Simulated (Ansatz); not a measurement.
Process, species as SMILES: FC=C → [C-](=C)F + H+
B3LYP-D3(BJ)/def2-TZVP geometries, fixed; electronic energies without zero-point terms.

Effect of a fitting basis named in the input at wB97M-V/def2-TZVPP with Ansatz (an electronic-structure program), against the last row, where the deprotonation energy is 398.39 kcal/mol. The proton leaves the site shown, which need not be the most acidic. The default fits or decomposes integrals by the program's own choice; accuracy: high also tightens integrals, grids and stops. Cost is core time over that of fitting: def2-SV(P)-JKFIT, rough, on shared machines of one kind.

| setting | largest shift of a total energy (mEh) | shift of the deprotonation energy (kcal/mol) | cost |
|---|---|---|---|
| fitting: def2-SV(P)-JKFIT | -0.057 | 0.012 | 1× |
| fitting: def2-universal-JKFIT | -0.057 | 0.012 | 1× |
| fitting: cc-pVTZ-JKFIT | -0.023 | 0.001 | 1× |
| fitting: cc-pVQZ-JKFIT | -0.011 | -0.001 | 1× |
| fitting: cc-pV5Z-JKFIT | -0.010 | -0.001 | 1× |
| accuracy: high | -0.004 | 0.000 | 5× |
| accuracy: medium (default) | 0.000 | 0.000 | 1× |

Within 0.02 kcal/mol in the deprotonation energy: fitting: def2-SV(P)-JKFIT; fitting: def2-universal-JKFIT; fitting: cc-pVTZ-JKFIT; fitting: cc-pVQZ-JKFIT; fitting: cc-pV5Z-JKFIT; accuracy: high. The largest shift is 0.057 mEh in a total energy and 0.012 kcal/mol in the difference.
